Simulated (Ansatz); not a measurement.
Born–Oppenheimer molecular dynamics of C2H8Si (11 atoms, charge 0, multiplicity 1). It starts at the highest image of a converged band. Of that band: Neighbouring images differ by up to 1.3 eV, so the band resolves the path poorly. A vibrational analysis at the climbing image gives one clearly imaginary mode, 1058i cm⁻¹: a first-order saddle point.

These are results of RKS PBE/def2-SVP in Ansatz, not measurements.

| Item | Value |
| --- | --- |
| ensemble | NVE (velocity Verlet) |
| time step | 0.5 fs |
| steps asked | 200 |
| starting velocities drawn for | 300 K |
| seed | 3313 |

First frame:

```xyz
11
Properties=species:S:1:pos:R:3
Si -1.460 1.256 0.416
C 0.483 0.230 -0.347
C 0.494 -1.274 -0.152
H -1.011 0.470 -0.805
H -0.685 2.548 0.518
H -1.220 0.487 1.691
H 1.132 0.775 0.360
H 0.757 0.544 -1.374
H 1.486 -1.697 -0.421
H -0.260 -1.787 -0.786
H 0.285 -1.552 0.900
```

How far do the bonds stretch over the last three quarters of this one trajectory? (Pairs bonded in most of those frames.)


```csv
bond,mean (Å),spread (Å),shortest,longest
Si1–H5,1.550,0.025,1.51,1.59
Si1–H6,1.550,0.044,1.48,1.62
C2–C3,1.534,0.032,1.48,1.60
C2–H4,1.153,0.058,1.06,1.28
C2–H7,1.108,0.014,1.08,1.14
C2–H8,1.112,0.011,1.09,1.13
C3–H9,1.110,0.011,1.09,1.13
C3–H10,1.110,0.011,1.09,1.13
C3–H11,1.110,0.020,1.08,1.14
```

Mean temperature of the second half: 484 K. The conserved energy stayed within 0.15 meV per atom of its start (net change -0.0015 meV per atom), so the integration is sound. The system heated up, since it started high on the potential surface and ran downhill. A run of 0.1 ps of so small a system gives no equilibrium averages. The orbitals stay closed-shell, which can raise the energy where a bond breaks towards radicals; this wasn't checked here.

The run took 4.2 min on 2 threads of Arm Neoverse V1 (shared host), peak memory 0.11 GiB.
